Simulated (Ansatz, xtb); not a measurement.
A ladder of methods for C5H8 (1,4-pentadiene)

The species is C5H8 (13 atoms), meant as a singlet with charge 0. SMILES: `C=CCC=C`. Geometry: relaxed at PBE0-D4/def2-TZVP. This is one conformer, not always the lowest.

Quantity: the atomisation enthalpy at 298 K, in kJ/mol. The values are calculated. The thermal term (zero-point and 298 K enthalpy, harmonic and unscaled) is that of GFN1-xTB; the spin-orbit lowering of the free atoms at 298 K, 0.1 kJ/mol by their spectra, is taken off.

**What was measured.** CRC Handbook of Chemistry and Physics gives the atomisation enthalpy at 298 K of the gas as 5223 kJ/mol.

| level | kind | program | value (kJ/mol) | computed − measured |
| --- | --- | --- | --- | --- |
| SVWN5/6-31G* (spherical functions) | LDA | Ansatz | 5979 | +756 |
| PBE/6-31G* (spherical functions) | GGA | Ansatz | 5344 | +121 |
| r2SCAN/6-31G* (spherical functions) | meta-GGA | Ansatz | 5214 | -9 |
| PBE0/6-31G* (spherical functions) | global hybrid | Ansatz | 5253 | +30 |
| HSE06/6-31G* (spherical functions) | range-separated hybrid | Ansatz | 5258 | +35 |
| PBE-QIDH/6-31G* (spherical functions) | double hybrid | Ansatz | 5095 | -128 |
| RPA@PBE/6-31G* (spherical functions) | RPA | Ansatz | 4651 | -572 |
| CCSD(T)/6-31G* (spherical functions) | coupled cluster or CI | Ansatz | 4793 | -430 |

Nearest: r2SCAN/6-31G* (spherical functions) (-9 kJ/mol); farthest: SVWN5/6-31G* (spherical functions) (+756 kJ/mol). Computed less measured by kind, in kJ/mol (of the ab initio rows, those in 6-31G*): LDA +756; GGA +121; meta-GGA -9; global hybrid +30; range-separated hybrid +35; double hybrid -128; RPA -572; coupled cluster or CI -430. Wave-function methods converge slowly with the basis and bind too weakly in sets of this size; that is part of their error here.
